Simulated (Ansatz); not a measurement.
Reaction (SMILES): CCl (CH3-Cl) → C atom + Cl atom + 3 H atom
B3LYP-D3(BJ)/def2-TZVP geometries, fixed; electronic energies without zero-point terms.
Largest species:
```
C
H 1 1.0858
H 1 1.0858 2 110.57
H 1 1.0858 2 110.57 3 -122.80
Cl 1 1.7944 2 108.35 3 118.60
```
Charge 0, spin multiplicity 1.

Basis-set convergence of the atomisation energy at HF with Ansatz (an electronic-structure program). Cartesian d functions, on some or all atoms, in 6-31G*, 6-31+G*; all else is spherical. Open shells are unrestricted. No added dispersion term, no relativity. Functions are those of the species that has most. Reference: the value in pcseg-4, 297.07 kcal/mol, itself unsure by roughly 0.26 kcal/mol (its mean distance from aug-pcseg-3, aug-cc-pV(Q+d)Z, cc-pV(5+d)Z). Deviations are taken from unrounded values.

| basis | functions | atomisation energy (kcal/mol) | minus reference (kcal/mol) |
|---|---|---|---|
| STO-3G | 17 | 365.62 | 68.55 |
| 6-31G | 28 | 275.64 | -21.44 |
| pcseg-0 | 28 | 269.01 | -28.06 |
| 6-31G* | 40 | 294.59 | -2.49 |
| def2-SVP | 47 | 296.50 | -0.57 |
| pcseg-1 | 47 | 293.31 | -3.76 |
| 6-31+G* | 48 | 292.94 | -4.13 |
| aug-pcseg-1 | 77 | 295.26 | -1.81 |
| def2-TZVP | 86 | 295.62 | -1.46 |
| def2-TZVPD | 110 | 295.95 | -1.13 |
| jun-cc-pV(T+d)Z | 129 | 296.45 | -0.62 |
| aug-cc-pV(T+d)Z | 170 | 296.40 | -0.67 |
| cc-pV(Q+d)Z | 209 | 296.68 | -0.40 |
| def2-QZVPP | 217 | 296.72 | -0.36 |
| def2-QZVPPD | 241 | 296.74 | -0.33 |
| aug-cc-pV(Q+d)Z | 307 | 296.76 | -0.31 |
| cc-pV(5+d)Z | 356 | 296.84 | -0.23 |
| pcseg-4 | 389 | 297.07 | 0.00 |
